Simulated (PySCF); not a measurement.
CHO, multiplicity 2. Atoms are numbered in the order given.

```xyz
3

C     -0.1728    -0.5577     0.0000
O      0.0536     0.5890     0.0000
H      0.6079    -1.3663     0.0000
```
Charge 0, spin multiplicity 2.

Coordinates come from a PBE0-D3(BJ)/def2-TZVPD optimisation. The isomer is the one that the SMILES or the coordinates give; other isomers of the formula were not compared.

Calculation: PBE/def2-TZVPD (PySCF).

Mulliken values depend strongly on the basis, most of all with diffuse functions as here. ESP charges are fitted to the potential on shells at 1.4 to 2.0 van der Waals radii. Atomic charges (e):

```json
[
 {"atom": "C1", "meta-Löwdin": "…", "ESP fit": "-0.07", "Mulliken": "-0.01", "Mulliken spin": "0.57"},
 {"atom": "O2", "meta-Löwdin": "…", "ESP fit": "-0.11", "Mulliken": "-0.16", "Mulliken spin": "0.26"},
 {"atom": "H3", "meta-Löwdin": "…", "ESP fit": "0.18", "Mulliken": "0.16", "Mulliken spin": "0.18"}
]
```

Question: Fill in the missing entries. (An estimate is asked for; the answer gives what the named calculation found.)

Answer: 
- C1, meta-Löwdin: 0.10
- O2, meta-Löwdin: -0.21
- H3, meta-Löwdin: 0.11
